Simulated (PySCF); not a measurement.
C4H3FS.
Z-matrix (Å and degrees, PBE0-D3(BJ)/def2-TZVP geometry), rows numbered from 1:
```
F 
C   1  1.3324
C   2  1.4128  1  121.99
C   3  1.3624  2  110.85  1  -179.96
S   4  1.7051  3  111.97  2    -0.02
C   2  1.3600  1  123.29  3  -179.95
H   3  1.0807  2  123.96  1     0.01
H   4  1.0788  3  127.94  2   179.97
H   6  1.0777  2  128.03  1     0.04
```

Definitions: NICS(0) = −σiso at the ring centroid; NICS(1) = −σiso and NICS(1)zz = −σzz at ±1 Å along the ring normal z. Level: GIAO B97-2/pcSseg-2 (PySCF, non-relativistic, gas phase) on the PBE0-D3(BJ)/def2-TZVP geometry, one conformer.

Ring bond lengths (Å): C2–C3 1.413, C3–C4 1.362, C4–S5 1.705, S5–C6 1.706, C6–C2 1.360.

Q: What do the NICS probes read (ppm)?

A: 
| ring | type | NICS(0) | NICS(1), two faces | NICS(1)zz, two faces | rms pucker (Å) | centre to ring atoms, mean (Å) |
| --- | --- | --- | --- | --- | --- | --- |
| C2–C3–C4–S5–C6 | 5-membered ring with S; formal bonds all aromatic | -14.8 | -9.6 / -9.6 | -26.8 / -26.8 | 0.00 | 1.28 |

Q: What do they say, and how far can they be read as aromaticity?

A: 
- C2–C3–C4–S5–C6: mean NICS(1)zz -26.8 ppm, shielded, aromatic by this magnetic criterion (flat ring, no four-coordinate atom). NICS(0) lies 5 ppm below the mean NICS(1).

Q: What does the geometric index give? HOMA takes Krygowski's 1993 parameters.

A: 
- C2–C3–C4–S5–C6: HOMA 0.86; the largest term is that of C6–C2, α(R − Ropt)² = 0.20. The geometric and the magnetic index point the same way.

Q: At the first NICS(1) probe listed for ring C2–C3–C4–S5–C6, 1 Å off the ring, what do the in-plane components average?

A: The isotropic value is a third of the trace: (3 × -9.6 − (-26.8))/2 = -1.0 ppm.

Q: What are the shieldings of the ring atoms and their hydrogens in the same run (means over atoms taken as equivalent)?

A: 
```
atoms                        environment  σ isotropic (ppm)  principal values of the symmetric part, first atom (ppm)
   C2                aromatic C–F carbon               16.5                                         -47.7, 36.7, 60.6
   C3                 aromatic CH carbon               62.2                                        -13.8, 47.0, 153.3
   C4  aromatic CH next to a ring sulfur               53.1                                        -41.7, 44.9, 156.0
   S5              thiophene-type sulfur              314.0                                       175.4, 340.8, 425.8
   C6  aromatic CH next to a ring sulfur               75.8                                          6.2, 68.0, 153.1
   H7                  aromatic hydrogen              24.58                                          22.0, 24.8, 26.9
   H8                  aromatic hydrogen              24.39                                          21.8, 24.4, 27.0
   H9                  aromatic hydrogen              24.92                                          22.0, 25.7, 27.0
```

Q: How do the values depend on the level or the medium?

A: 
```csv
level,"NICS(0), C2–C3–C4–S5–C6","mean NICS(1)zz, C2–C3–C4–S5–C6"
"B97-2/pcSseg-2, gas",-14.8,-26.8
"KT3/pcSseg-2, gas",-14.9,-26.5
"PBE0/pcSseg-2, gas",-14.7,-27.0
"wB97X-D/pcSseg-2, gas",-14.4,-26.7
"WP04/pcSseg-2, IEF-PCM chloroform",-14.8,-25.5
"wB97X-D/pcSseg-2, IEF-PCM chloroform",-14.2,-26.7
```

The geometry is the same throughout; the continuum's cavity takes Bondi-type radii × 1.2.
